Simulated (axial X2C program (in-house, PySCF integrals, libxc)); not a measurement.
# Ionising SiC

Calculated with an axial X2C code built on PySCF integrals, spin-free (one-electron X2C) or two-component (2c: spin–orbit coupling with atomic mean-field Coulomb and Gaunt terms, which also bring small scalar terms), in Dyall basis sets with cores contracted in-house; open shells are unrestricted.

Basis sets: C dyall-v3z, Si dyall-v3z. Frozen shells (counts by l): SiC Si 2s1p, C 1s, 8 electrons correlated; SiC⁺ Si 2s1p, C 1s, 7 electrons correlated. Coupled cluster in natural virtuals with an MP2 remainder. Where the outer core of a metal is frozen, bonds come out longer and ionisation energies lower.

```json
{"Hamiltonian": "spin-free", "level": "HF", "SiC state": "M_S = 1, Λ = 1", "Re (Å)": "1.760", "ωe (cm⁻¹)": "824.2", "De (eV)": "2.54"}
{"Hamiltonian": "spin-free", "level": "PBE0", "SiC state": "M_S = 1, Λ = 1", "Re (Å)": "1.718", "ωe (cm⁻¹)": "983.2", "De (eV)": "4.27"}
{"Hamiltonian": "2c", "level": "HF", "SiC state": "Ω = 2", "Re (Å)": "1.761", "ωe (cm⁻¹)": "823.7", "De (eV)": "2.55"}
{"Hamiltonian": "2c", "level": "PBE0", "SiC state": "Ω = 2", "Re (Å)": "1.718", "ωe (cm⁻¹)": "982.5", "De (eV)": "4.28"}
{"Hamiltonian": "2c", "level": "CCSD", "SiC state": "Ω = 2", "Re (Å)": "1.720", "ωe (cm⁻¹)": "982.3", "De (eV)": "3.81"}
{"Hamiltonian": "2c", "level": "CCSD(T)", "SiC state": "Ω = 2", "Re (Å)": "1.723", "ωe (cm⁻¹)": "989.8", "De (eV)": "4.04"}
```

Adiabatic ionisation energy (minimum to minimum, no zero-point term) and constants of SiC⁺:

```json
{"Hamiltonian": "spin-free", "level": "HF", "SiC⁺ state": "M_S = 3/2, Λ = 0", "IE (eV)": "7.52", "Re (Å)": "1.788", "ωe (cm⁻¹)": "930.6", "De (eV)": "2.65", "fragments": "Si+ + C"}
{"Hamiltonian": "spin-free", "level": "PBE0", "SiC⁺ state": "M_S = 3/2, Λ = 0", "IE (eV)": "8.71", "Re (Å)": "1.822", "ωe (cm⁻¹)": "836.6", "De (eV)": "3.77", "fragments": "Si+ + C"}
{"Hamiltonian": "2c", "level": "HF", "SiC⁺ state": "Ω = 3/2", "IE (eV)": "7.52", "Re (Å)": "1.789", "ωe (cm⁻¹)": "930.4", "De (eV)": "2.65", "fragments": "Si+ + C"}
{"Hamiltonian": "2c", "level": "PBE0", "SiC⁺ state": "Ω = 3/2", "IE (eV)": "8.72", "Re (Å)": "1.823", "ωe (cm⁻¹)": "836.5", "De (eV)": "3.77", "fragments": "Si+ + C"}
{"Hamiltonian": "2c", "level": "CCSD", "SiC⁺ state": "Ω = 3/2", "IE (eV)": "8.60", "Re (Å)": "1.816", "ωe (cm⁻¹)": "860.3", "De (eV)": "3.25", "fragments": "Si+ + C"}
{"Hamiltonian": "2c", "level": "CCSD(T)", "SiC⁺ state": "Ω = 3/2", "IE (eV)": "8.73", "Re (Å)": "1.825", "ωe (cm⁻¹)": "836.8", "De (eV)": "3.39", "fragments": "Si+ + C"}
```

**Question.** Add the zero-point terms to the ionisation energy at CCSD(T), 2c, and say whether the electron removed was bonding.

**Answer.** IE0 = IE + (ωe⁺ − ωe)/2 = 8.73 + (-0.009) = 8.72 eV. Re changes by 0.102 Å, so the bond lengthens, as on loss of a bonding electron.

**Question.** Close the cycle De(SiC⁺) + IE(SiC) = De(SiC) + IE(Si) to find the atomic ionisation energy at CCSD(T), 2c.

**Answer.** IE(Si) = 3.39 + 8.73 − 4.04 = 8.08 eV, for the determinants used.

Each entry is the lowest single determinant of a limited PBE0 search at one distance. De goes to single-determinant-based atoms at the same level (for ions the charge split of lowest energy) and is withheld (n/a) where an atom does not fit its ground term or J level. Main or longest-lived isotopes. One determinant is a doubtful description, or other states lie close, for SiC, SiC⁺; these need not be ground states, and all values refer to the states named. Some open-shell Ω = 0 determinants are out of reach, so the Ω given for SiC need not be the lowest component. With several unpaired electrons the Ω given is that of one determinant, not necessarily of the lowest component. Some light 2c atoms are not at their ground J level, so De misses part of their lowering (0.04 eV or less). The functionals have no current term, which raises determinants with orbital currents.
